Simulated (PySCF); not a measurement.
C₄H₉NS.
Structure used (PBE0-D3(BJ)/def2-SVP), in Å, numbered top down from 1:
```
atom  x, y, z in Å
C1     1.801   -0.305   -0.330
C2     0.640    0.477   -0.883
S3     0.909    1.710   -1.961
N4    -0.582    0.106   -0.437
C5    -1.792    0.736   -0.917
C6    -0.765   -0.999    0.480
H7     2.721    0.037   -0.814
H8     1.684   -1.387   -0.502
H9     1.900   -0.153    0.758
H10   -2.445   -0.007   -1.404
H11   -1.514    1.510   -1.642
H12   -2.344    1.197   -0.081
H13   -1.785   -0.963    0.881
H14   -0.630   -1.978   -0.012
H15   -0.071   -0.943    1.331
```

Method: core-valence-separated Tamm–Dancoff BHandHLYP/aug-pcX-1 (pcseg-1 on H, def2-SVPD on S) in PySCF, non-relativistic, gas phase, PBE0-D3(BJ)/def2-SVP geometry. BHandHLYP without relativity tends to put these K edges a few eV too low, so spacings mean more than positions.

**Question.** What does the C 1s absorption edge look like?

**Answer.** 
```json
{"E (eV)": "283.57", "f": "0.0804", "core hole on": "C2", "main final orbital": "LUMO+1 (62 %)", "polarisation": "normal to the local trigonal plane"}
{"E (eV)": "284.88", "f": "0.0009", "core hole on": "C1", "main final orbital": "LUMO+1 (63 %)", "polarisation": "–"}
{"E (eV)": "285.68", "f": "0.0093", "core hole on": "C1", "main final orbital": "LUMO (32 %)", "polarisation": "–"}
{"E (eV)": "286.27", "f": "0.0176", "core hole on": "C5", "main final orbital": "LUMO+1/LUMO+2 (2 roots, f summed)", "polarisation": "–"}
{"E (eV)": "286.50", "f": "0.0357", "core hole on": "C1", "main final orbital": "LUMO+4 (39 %)", "polarisation": "–"}
{"E (eV)": "286.52", "f": "0.0094", "core hole on": "C6", "main final orbital": "LUMO (70 %)", "polarisation": "–"}
{"E (eV)": "286.66", "f": "0.0272", "core hole on": "C1", "main final orbital": "spread", "polarisation": "–"}
{"E (eV)": "286.79", "f": "0.0093", "core hole on": "C6", "main final orbital": "LUMO+1 (71 %)", "polarisation": "–"}
{"E (eV)": "287.07", "f": "0.0362", "core hole on": "C5", "main final orbital": "LUMO+4 (39 %)", "polarisation": "–"}
{"E (eV)": "287.10", "f": "0.0332", "core hole on": "C6", "main final orbital": "spread", "polarisation": "–"}
{"E (eV)": "287.12", "f": "0.0025", "core hole on": "C1", "main final orbital": "LUMO+5 (35 %)", "polarisation": "–"}
{"E (eV)": "287.18", "f": "0.0166", "core hole on": "C5", "main final orbital": "LUMO+5 (43 %)", "polarisation": "–"}
{"E (eV)": "287.40", "f": "0.0054", "core hole on": "C1", "main final orbital": "spread", "polarisation": "–"}
{"E (eV)": "287.44", "f": "0.0295", "core hole on": "C6", "main final orbital": "LUMO+4 (51 %)", "polarisation": "–"}
{"E (eV)": "287.54", "f": "0.0205", "core hole on": "C6", "main final orbital": "spread", "polarisation": "–"}
{"E (eV)": "287.63", "f": "0.0051", "core hole on": "C5", "main final orbital": "LUMO (44 %)", "polarisation": "–"}
{"E (eV)": "287.85", "f": "0.0143", "core hole on": "C5", "main final orbital": "LUMO+3 (39 %)", "polarisation": "–"}
{"E (eV)": "287.90", "f": "0.0038", "core hole on": "C1", "main final orbital": "LUMO+3 (38 %)", "polarisation": "–"}
```

The first line with a tenth or more of the strongest one's intensity is at 283.57 eV (f = 0.080), with the hole on C2 (thiocarbonyl carbon), polarised normal to the local trigonal plane: a 1s→π* resonance. It is also the strongest listed.

**Question.** Give energies, oscillator strengths and core holes at the N K edge.

**Answer.** 
```
E (eV)       f  core hole on  main final orbital
399.28  0.0289            N4       LUMO+1 (64 %)
402.07  0.0027            N4         LUMO (62 %)
402.46  0.0157            N4       LUMO+3 (32 %)
402.79  0.0088            N4       LUMO+5 (43 %)
402.97  0.0056            N4       LUMO+2 (36 %)
403.17  0.0000            N4       LUMO+4 (96 %)
403.76  0.0046            N4       LUMO+6 (50 %)
```

The first line with a tenth or more of the strongest one's intensity is at 399.28 eV (f = 0.029), with the hole on N4 (nitrogen bound to a thiocarbonyl carbon). It is also the strongest listed.

Roots within 0.03 eV whose holes lie on the same, on equivalent or on shared atoms are summed into one line, and the highest roots are left out, as the search may have cut off their partners. Final orbitals are the ground state's empty Kohn–Sham orbitals. A dash: too weak, shared between unlike atoms, or no plane or axis to refer to.

**Question.** What length of transition dipole belongs to the line at 287.54 eV?

**Answer.** From f = (2/3) ΔE |μ|² in atomic units, with ΔE = 10.567 Eh and f = 0.0205: |μ| = 0.054 au = 0.14 D.

The ionisation thresholds weren't computed; near and above them a finite basis only mimics Rydberg series and continuum.

Rough CPU time on one thread of a shared machine: about 40 s.

One conformer stands for the species.
